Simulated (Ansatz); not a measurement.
Geometry optimisation, Ansatz 0.2.0, RKS BHLYP-D4/def2-SVP.

input.yaml

```yaml
crystal:
  periodic: [false, false, false]
  atoms:
    - { symbol: "N", position_ang: [-0.53606, -1.14622, 0.04725] }
    - { symbol: C, position_ang: [0.31396, -0.08026, 0.18345] }
    - { symbol: Na, position_ang: [-1.01019, 2.55887, 0.07114] }
    - { symbol: H, position_ang: [-0.61492, -1.38072, -0.95353] }
    - { symbol: H, position_ang: [0.15418, 0.63115, 1.02776] }
    - { symbol: H, position_ang: [0.4297, 0.4733, -0.75734] }
total_charge: -1
basis:
  gaussian: { orbitals: def2-SVP }
hamiltonian:
  xc: { name: BHLYP }
  dispersion: d4
relax:
  f_tol: 0.015
  max_steps: 40
```

Launched with:

```bash
$ ansatz run input.yaml --threads 1 --pin off --max-ram 2048MiB --backend cpu --events-out ev --progress --plain --runs-dir out
```

Where does it end, and by what steps?

It converged. Limits of this set-up: an anion without diffuse functions. After 25 steps the energy has fallen by 1.447 eV; H5 moved furthest, 1.78 Å.

```json
{"step": "0", "energy less start (eV)": "0.0000", "largest force component (eV/Å)": "5.559", "accepted": "yes"}
{"step": "1", "energy less start (eV)": "-0.9271", "largest force component (eV/Å)": "2.498", "accepted": "yes"}
{"step": "2", "energy less start (eV)": "-1.1168", "largest force component (eV/Å)": "1.597", "accepted": "yes"}
{"step": "3", "energy less start (eV)": "-1.1545", "largest force component (eV/Å)": "0.821", "accepted": "yes"}
{"step": "4", "energy less start (eV)": "-1.2665", "largest force component (eV/Å)": "0.735", "accepted": "yes"}
{"step": "5", "energy less start (eV)": "-1.3122", "largest force component (eV/Å)": "0.238", "accepted": "yes"}
{"step": "6", "energy less start (eV)": "-1.3252", "largest force component (eV/Å)": "0.122", "accepted": "yes"}
{"step": "7", "energy less start (eV)": "-1.3472", "largest force component (eV/Å)": "0.313", "accepted": "yes"}
{"step": "8", "energy less start (eV)": "-1.3626", "largest force component (eV/Å)": "0.327", "accepted": "yes"}
{"step": "9", "energy less start (eV)": "-1.3728", "largest force component (eV/Å)": "0.336", "accepted": "yes"}
{"step": "10", "energy less start (eV)": "-1.3787", "largest force component (eV/Å)": "0.432", "accepted": "yes"}
{"step": "11", "energy less start (eV)": "-1.3838", "largest force component (eV/Å)": "0.455", "accepted": "yes"}
{"step": "12", "energy less start (eV)": "-1.3931", "largest force component (eV/Å)": "0.166", "accepted": "yes"}
{"step": "13", "energy less start (eV)": "-1.3968", "largest force component (eV/Å)": "0.292", "accepted": "yes"}
{"step": "14", "energy less start (eV)": "-1.4053", "largest force component (eV/Å)": "0.117", "accepted": "yes"}
{"step": "15", "energy less start (eV)": "-1.4084", "largest force component (eV/Å)": "0.651", "accepted": "yes"}
{"step": "16", "energy less start (eV)": "-1.4194", "largest force component (eV/Å)": "0.417", "accepted": "yes"}
{"step": "17", "energy less start (eV)": "-1.4300", "largest force component (eV/Å)": "0.245", "accepted": "yes"}
{"step": "18", "energy less start (eV)": "-1.4351", "largest force component (eV/Å)": "0.511", "accepted": "yes"}
{"step": "19", "energy less start (eV)": "-1.4419", "largest force component (eV/Å)": "0.227", "accepted": "yes"}
{"step": "20", "energy less start (eV)": "-1.4450", "largest force component (eV/Å)": "0.134", "accepted": "yes"}
{"step": "21", "energy less start (eV)": "-1.4466", "largest force component (eV/Å)": "0.182", "accepted": "yes"}
{"step": "22", "energy less start (eV)": "-1.4470", "largest force component (eV/Å)": "0.067", "accepted": "yes"}
{"step": "23", "energy less start (eV)": "-1.4472", "largest force component (eV/Å)": "0.045", "accepted": "yes"}
{"step": "24", "energy less start (eV)": "-1.4473", "largest force component (eV/Å)": "0.017", "accepted": "yes"}
{"step": "25", "energy less start (eV)": "-1.4473", "largest force component (eV/Å)": "0.008", "accepted": "yes"}
```

```xyz
6
Properties=species:S:1:pos:R:3
N -0.303 -1.025 -0.443
C 0.303 -0.408 0.466
Na -1.596 3.140 -1.190
H -0.851 -0.364 -0.999
H 0.942 -0.964 1.162
H 0.242 0.677 0.623
```

Whether the end is a true minimum wasn't checked by a vibrational analysis.

Run time: 38 s on 1 thread of Arm Neoverse V2, on a shared host, peak memory 0.13 GiB.
